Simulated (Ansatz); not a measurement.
**Two structures, one formula**

Two relaxed structures of CH4BS (charge +1), closed shell (PBE0-D4/def2-TZVP; forces vanish, vibrations not checked).

A:

```
7
angstrom
B 0.9677 -1.1137 0.5825
C -0.0786 -0.1963 0.4406
S -0.1896 0.7358 -0.9958
H -1.4866 0.5988 -1.3701
H -0.3655 2.0035 -0.5452
H -0.8248 -0.0586 1.2193
H 1.8404 -1.8862 0.7131
```

B:

```xyz
7
angstrom
B -0.4140 0.7013 -0.6320
C -0.2161 -0.1821 0.6037
S 0.9189 -1.2951 0.9575
H -1.0944 0.2907 -1.5209
H 0.0935 1.7802 -0.6460
H -0.9504 -0.0707 1.4110
H 1.6625 -1.2242 -0.1732
```

Ansatz 0.2.0; basis: def2-TZVPP; cores frozen in the correlated methods. B3LYP uses VWN-RPA correlation.

Which structure is lower at CCSD(T), and by how much? (To be estimated.)

Computed: B, by 13.71 kcal/mol (electronic energy, against the other). By their contacts, A is CH₄BS ([BH][CH][SH2]), total charge +1 and B is CH₄BS ([BH2][CH][SH]), total charge +1.

All methods give the same order:

| method | E(B) − E(A) (kcal/mol) |
| --- | --- |
| PBE-D4 | -13.64 |
| r2SCAN-D4 | -14.06 |
| PBE0-D4 | -12.15 |
| B3LYP-D4 | -14.30 |
| wB97M-V | -12.13 |
| HF | -15.05 |
| MP2 | -10.91 |
| CCSD | -13.33 |
| CCSD(T) | -13.71 |

The T1 diagnostic stays at or below 0.021.

Labels in which every atom is bracketed show which atoms are joined, not bond orders.

For scale, one of the runs: CCSD(T)/def2-TZVPP, 160 basis functions, launched by `ansatz run in.yaml --threads 2 --pin off --events-out ev --progress --plain --max-ram 4352MiB`. The run took 16 s on 2 CPU threads of an Arm Neoverse V2 (shared host), with 1.1 GiB of host memory at its peak.
